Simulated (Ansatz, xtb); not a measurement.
# CH5OSi−: where a starting geometry ends

The starting geometry of this gas-phase singlet has its atoms placed at random.

| atom | x (Å) | y (Å) | z (Å) |
| --- | --- | --- | --- |
| C | 1.6735 | 0.0094 | -0.6725 |
| O | 0.5900 | 0.7541 | -0.5997 |
| Si | -0.3365 | -0.5348 | 0.1341 |
| H | -0.6418 | -0.9216 | 1.4542 |
| H | -0.4819 | 1.0572 | 1.2166 |
| H | -0.0319 | -0.2915 | -1.0799 |
| H | 1.6732 | -0.9457 | -0.8650 |
| H | -1.0010 | -1.3843 | -0.8547 |

Task: Guess where an optimisation with r2SCAN-D4/def2-SVPD ends from this start.

Result: It ends as `O[CH-][SiH3]`. Distances that change by over a tenth: C1–O2 (1.32 → 1.46 Å), C1–H7 (0.97 → 1.11 Å). Contacts that open: O2–Si3 (1.75 → 2.82 Å), Si3–H6 (1.28 → 3.04 Å). Contacts that close: C1–Si3 (2.23 → 1.80 Å), O2–H6 (1.31 → 0.97 Å), Si3–H5 (1.93 → 1.52 Å).

The energy falls by 10.33 eV over 19 steps:

```tsv
step	E − E(last) (eV)
1	10.325
3	5.656
5	2.507
7	0.783
9	0.297
11	0.096
13	0.018
15	0.003
17	0.000
19	0.000
```

Final geometry (Å):

```xyz
8

C     1.1225   -0.1507   -0.4032
O     1.0419    0.7311   -1.5666
Si   -0.3574   -0.4492    0.5772
H    -0.0244   -1.4203    1.6903
H    -0.9395    0.7897    1.2460
H     0.5088    0.2942   -2.2435
H     1.7900   -1.0147   -0.5882
H    -1.6983   -1.0376    0.0213
```

From the same start GFN2-xTB ends elsewhere, differing in C1–Si3 (2.88 against 1.80 Å here), O2–Si3 (1.88 against 2.82 Å here), O2–H6 (2.28 against 0.97 Å here), Si3–H6 (1.48 against 3.04 Å here).

From so rough a start the end depends on the optimiser's path, so another program may land elsewhere. No frequencies were run, so the end isn't proven a minimum. Run with Ansatz 0.2.0, 100 s on 2 threads of Intel(R) Xeon(R) Processor @ 2.50GHz (Skylake/Cascade Lake), with other jobs on the host.
